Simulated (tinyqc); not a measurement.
Worked calculation (part 3 of 3): UHF in the sto-3g basis, for CH2, spin multiplicity 1. Computed by tinyqc, a small Python program that keeps every step (integrals from PySCF). Command: `OMP_NUM_THREADS=1 python tinyqc.py 26457 26458 out.jsonl` (the two numbers bound the seeds that draw the settings). One thread of a shared host (Intel(R) Xeon(R) Processor @ 2.60GHz), about 0.1 s of CPU time with the checks.

Geometry (angstrom):
```
atom        x         y        z
C     0.00000   0.00000  0.00000
H     0.00000   0.97200  0.64400
H     0.00000  -0.98200  0.65100
```

## Convergence

Stop when the energy changes by less than 1e-08 hartree and every element of the error matrix X^T (F D S - S D F) X (for each spin) is below 3e-05.

Course of the cycle:
```
iteration  E (hartree)     change  largest element of the error matrix
1          -36.7660243          -                             3.01e-01
2          -37.4824046  -7.16e-01                             1.74e-01
3          -37.8971590  -4.15e-01                             9.50e-02
4          -38.1251179  -2.28e-01                             4.97e-02
5          -38.2476811  -1.23e-01                             2.52e-02
6          -38.3158931  -6.82e-02                             1.25e-02
7          -38.3532130  -3.73e-02                             6.26e-03
8          -38.3728972  -1.97e-02                             3.14e-03
9          -38.3829901  -1.01e-02                             1.57e-03
10         -38.3881005  -5.11e-03                             7.86e-04
11         -38.3906720  -2.57e-03                             3.93e-04
12         -38.3919618  -1.29e-03                             1.97e-04
13         -38.3926078  -6.46e-04                             9.83e-05
14         -38.3929310  -3.23e-04                             4.91e-05
15         -38.3930927  -1.62e-04                             2.46e-05
16         -38.3931735  -8.09e-05                             1.23e-05
17         -38.3932140  -4.04e-05                             6.14e-06
18         -38.3932342  -2.02e-05                             3.07e-06
19         -38.3932443  -1.01e-05                             1.54e-06
20         -38.3932493  -5.05e-06                             7.68e-07
21         -38.3932519  -2.53e-06                             3.84e-07
22         -38.3932531  -1.26e-06                             1.92e-07
23         -38.3932538  -6.32e-07                             9.60e-08
24         -38.3932541  -3.16e-07                             4.80e-08
25         -38.3932542  -1.58e-07                             2.40e-08
26         -38.3932543  -7.90e-08                             1.20e-08
27         -38.3932544  -3.95e-08                             6.00e-09
28         -38.3932544  -1.97e-08                             3.00e-09
29         -38.3932544  -9.87e-09                             1.50e-09
```

PySCF UHF in the same basis, after a stability check = -38.3932544 hartree

Converged in 29 iterations.

## Populations, bond orders and dipole

D(alpha) after iteration 29:
```
           1C 1s     1C 2s    1C 2px    1C 2py    1C 2pz     2H 1s     3H 1s
1C 1s    1.04494  -0.17254   0.06864   0.00010   0.04428  -0.04269  -0.04227
1C 2s   -0.17254   0.71281  -0.29812  -0.00137  -0.22952   0.07894   0.07994
1C 2px   0.06864  -0.29812   0.26944   0.00048   0.33339   0.09606   0.09633
1C 2py   0.00010  -0.00137   0.00048   0.28092   0.00040   0.24219  -0.24291
1C 2pz   0.04428  -0.22952   0.33339   0.00040   0.46325   0.18647   0.18708
2H 1s   -0.04269   0.07894   0.09606   0.24219   0.18647   0.33346  -0.08446
3H 1s   -0.04227   0.07994   0.09633  -0.24291   0.18708  -0.08446   0.33532
```

D(beta) after iteration 29:
```
           1C 1s     1C 2s    1C 2px    1C 2py    1C 2pz     2H 1s     3H 1s
1C 1s    1.04494  -0.17254  -0.06864   0.00010   0.04428  -0.04269  -0.04227
1C 2s   -0.17254   0.71281   0.29812  -0.00137  -0.22952   0.07894   0.07994
1C 2px  -0.06864   0.29812   0.26944  -0.00048  -0.33339  -0.09606  -0.09633
1C 2py   0.00010  -0.00137  -0.00048   0.28092   0.00040   0.24219  -0.24291
1C 2pz   0.04428  -0.22952  -0.33339   0.00040   0.46325   0.18647   0.18708
2H 1s   -0.04269   0.07894  -0.09606   0.24219   0.18647   0.33346  -0.08446
3H 1s   -0.04227   0.07994  -0.09633  -0.24291   0.18708  -0.08446   0.33532
```

overlap S:
```
          1C 1s    1C 2s   1C 2px    1C 2py   1C 2pz    2H 1s     3H 1s
1C 1s   1.00000  0.24836  0.00000   0.00000  0.00000  0.05217   0.05071
1C 2s   0.24836  1.00000  0.00000   0.00000  0.00000  0.44794   0.44124
1C 2px  0.00000  0.00000  1.00000   0.00000  0.00000  0.00000   0.00000
1C 2py  0.00000  0.00000  0.00000   1.00000  0.00000  0.36686  -0.36302
1C 2pz  0.00000  0.00000  0.00000   0.00000  1.00000  0.24307   0.24066
2H 1s   0.05217  0.44794  0.00000   0.36686  0.24307  1.00000   0.12850
3H 1s   0.05071  0.44124  0.00000  -0.36302  0.24066  0.12850   1.00000
```

Mulliken: Z minus the diagonal of D S on the atom; Loewdin: the same with S^(1/2) D S^(1/2); Mayer order: 2 sum_s sum (D(s) S)_ij (D(s) S)_ji over the two atoms.

Charges (e):
```
atom  Mulliken   Loewdin  Mulliken spin
1C    -0.03859  -0.00034              0
2H     0.02018   0.00071              0
3H     0.01841  -0.00037              0
```

Mayer bond orders:
```
pair    order
2-1   0.98890
3-1   0.98897
3-2   0.01069
```

dipole moment about the origin, x y z (debye): 0.00000  0.00742  0.76243

<S^2> of the determinant (pure state: 0) = 0.78737
